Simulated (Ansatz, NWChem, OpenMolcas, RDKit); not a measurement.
**P2H4 (diphosphine): methods side by side**

P2H4 has 6 atoms, charge 0, and is taken as a singlet. SMILES: `PP`. Geometry: relaxed at PBE0-D4/def2-TZVP. This is one conformer, not always the lowest.

Each level gives the HOMO–LUMO gap (eV). The values are calculated.

```json
{"level": "extended Hückel", "kind": "semi-empirical", "program": "RDKit", "value (eV)": "12.26", "CPU time": "under 2 s"}
{"level": "HF/aug-cc-pVDZ", "kind": "Hartree–Fock", "program": "OpenMolcas", "value (eV)": "10.25", "CPU time": "8.1 s"}
{"level": "SVWN5/aug-cc-pVDZ", "kind": "LDA", "program": "Ansatz", "value (eV)": "4.60", "CPU time": "4.1 s"}
{"level": "PBE/aug-cc-pVDZ", "kind": "GGA", "program": "NWChem", "value (eV)": "4.68", "CPU time": "17 s"}
{"level": "M06-L/aug-cc-pVDZ", "kind": "meta-GGA", "program": "OpenMolcas", "value (eV)": "5.22", "CPU time": "42 s"}
{"level": "r2SCAN/aug-cc-pVDZ", "kind": "meta-GGA", "program": "OpenMolcas", "value (eV)": "5.20", "CPU time": "41 s"}
{"level": "BHLYP/aug-cc-pVDZ", "kind": "global hybrid", "program": "Ansatz", "value (eV)": "7.86", "CPU time": "8.1 s"}
{"level": "wB97M-V/aug-cc-pVDZ", "kind": "range-separated hybrid", "program": "Ansatz", "value (eV)": "9.27", "CPU time": "53 s"}
{"level": "PBE-QIDH/aug-cc-pVDZ", "kind": "double hybrid", "program": "Ansatz", "value (eV)": "9.02", "CPU time": "8.9 s"}
```

The values span 4.60 to 12.26 eV. Orbital gaps aren't excitation energies, and those of double hybrids come from the SCF part alone; they tend to grow with the share of exact exchange. CPU times are rough (shared hosts, several kinds of processor): they show what a rung costs within a factor of a few.
